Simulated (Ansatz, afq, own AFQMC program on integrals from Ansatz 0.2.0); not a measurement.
AFQMC on a folder of integrals that Ansatz 0.2.0 wrote.

```yaml
crystal:
  periodic: [false, false, false]
  atoms:
    - {symbol: Si, position_ang: [0.000000, 0.023519, 1.089742]}
    - {symbol: Si, position_ang: [0.000000, -0.076896, -1.189690]}
    - {symbol: H, position_ang: [0.000000, 1.216633, 1.985750]}
    - {symbol: H, position_ang: [0.000000, -1.180037, 1.969732]}
    - {symbol: H, position_ang: [0.000000, 1.450716, -1.170505]}
basis:
  gaussian: {orbitals: aug-cc-pVDZ}
magnetization: {spin_polarized: true, initial_magnetization: 1}
correlation: {method: ccsd_t, electrons: outside_noble_gas, hamiltonian_folder: ham}
```

```sh
$ ansatz run in.yaml --threads 1 --pin off --events-out ev --progress --plain --max-ram 16896MiB --backend cuda --devices 0, --max-vram 18GiB
```

afq runs on the folder ham with

```
--method phaseless --trial cisd --walkers 1200 --populations 20 --least-time 60 --time-step 0.005 --steps-per-block 50 --equilibration-blocks 28 --max-blocks 4000 --target-error 0.0002 --factor-cut 1e-05 --start spin_pure --seed 7307 --release-times 0.24,0.51,0.99,1.62,2.4 --release-step 0.03 --release-every 3 --taylor-order 6
```

Times are imaginary, in 1/Eh. The walk had a cap of 233 s. With eight or more populations the least sampling time is a fifth of least-time, and the error comes from their spread.

Log:

```
orbitals 71  electrons 6 5  factors 589 of 809
reference energy -579.51958143 Eh
CCSD correlation -0.22282414 Eh in 12 cycles, weight of the determinant in the CISD state 0.8508
energy of the start -579.741787 Eh
 block  time / (1/Eh)  mean weight  energy / Eh
     1     0.250  0.9999  -579.738091
     2     0.500  0.9998  -579.738887
     3     0.750  0.9999  -579.741002
     4     1.000  0.9998  -579.743066
     5     1.250  1.0008  -579.744736
     7     1.750  1.0002  -579.747859
     9     2.250  0.9998  -579.749625
    13     3.250  0.9998  -579.750635
    21     5.250  0.9996  -579.750673
    29     7.250  1.0003  -579.751850
    37     9.250  0.9997  -579.750214
    45    11.250  0.9998  -579.750819
    53    13.250  0.9998  -579.751467
    61    15.250  1.0000  -579.751714
    69    17.250  1.0003  -579.751985
    77    19.250  1.0002  -579.752360
    85    21.250  1.0004  -579.752499
    93    23.250  1.0000  -579.753519
   101    25.250  1.0002  -579.751847
   105    26.250  1.0002  -579.753635
   109    27.250  1.0005  -579.752184
   117    29.250  1.0002  -579.751451
   125    31.250  0.9989  -579.751129
   133    33.250  0.9997  -579.751869
   141    35.250  1.0001  -579.750407
   149    37.250  1.0001  -579.752312
   157    39.250  1.0005  -579.751644
   165    41.250  1.0002  -579.750320
   173    43.250  1.0005  -579.751236
   181    45.250  1.0000  -579.750260
   185    46.250  1.0000  -579.750406
error from the spread of 20 populations
released: time / (1/Eh)  energy / Eh  error  mean overlap
  0.24  -579.751712  0.000139  1.0010
  0.51  -579.751909  0.000105  0.9979
  0.99  -579.752118  0.000120  0.9967
  1.62  -579.752384  0.000119  0.9896
  2.40  -579.752481  0.000161  0.9888
energy -579.751521 +/- 0.000183 Eh
(rows thinned)
```

The run passed its tests (sampling time, drift between the halves within three errors, error under three times the target), which doesn't prove that it has relaxed. The second half of the sampling lies above the first by 1.6 errors of their difference, so the energy may still be moving and its error bar be too small.

Against this walk (error 5.0 meV) on the same determinant: CCSD(T) 33.7 meV higher, CCSDT(Q) 23.2 meV lower. The error is statistical and leaves out the bias of the constraint. The released energies are still falling (meV from the phaseless value at times in 1/Eh: -5 ± 4 at 0.24, -11 ± 3 at 0.51, -16 ± 3 at 0.99, -23 ± 3 at 1.62, -26 ± 4 at 2.40), so they give no level; they do show a bias of the constraint, and the last of them that isn't too noisy lies 3 meV below CCSDT(Q). CCSDT(Q) is the surest value here, so the walk's 23 meV above it is most likely the bias of the constraint with this trial, which can have either sign.

Cautions: constraint bias not in the error.

The walk took 2.7 min on 1 × NVIDIA H100 80GB HBM3 with 2 threads of AMD EPYC 7R13 Processor (Zen 3) (shared host) (the card was shared). The log's last line is the phaseless energy.

CCSDT and higher add their correlation energy to the determinant of the CCSD(T) run, since their own runs factorise the integrals more tightly (a shift of under 2 meV). A walk keeps the symmetry of its determinant, which the program's search chose and which needn't be the lowest solution, so a lower state of the same spin and another symmetry isn't excluded.
